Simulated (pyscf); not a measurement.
H₃Si–SbH₂ (SMILES [SiH3][SbH2]) → H₂Si=SbH (SMILES [SiH2]=[SbH]) + H₂ (SMILES [H][H]) (elimination; singlet surface; H–Si, H–Sb broken, H–H formed). Structures and frequencies: ωB97X-D3(BJ)/def2-SVP in PySCF. Rate constants from transition-state theory at the high-pressure limit, ωB97M-D3(BJ)/def2-TZVP energies (ideal gas, 1 atm, RRHO with modes under 100 cm⁻¹ raised to 100, one conformer, R ln 2 for chiral ones without a mode under 150 cm⁻¹; no tunnelling), k in s⁻¹.

```tsv
T (K)	1000/T	log10 k
298	3.354	-29.64
600	1.667	-8.15
900	1.111	-1.05
1200	0.833	?
```

Task: Fit an Arrhenius line to the three values, give the activation energy, and predict k at 1200 K.

Result: Least squares gives log10 k = 13.10 − 12.74 × 1000/T, so Ea = 12.74 × ln 10 × 1.987 = 58.3 kcal/mol, against an electronic barrier of 59.4. At 1200 K the line gives 2.48; the computed value is 2.51 (ΔG‡ = 59.8 kcal/mol), close to the line. At the saddle there is also a short H–Si contact that neither side keeps. One saddle was located; it need not be the lowest between these sides. Elements past Kr carry the def2 core potentials, without spin-orbit coupling.
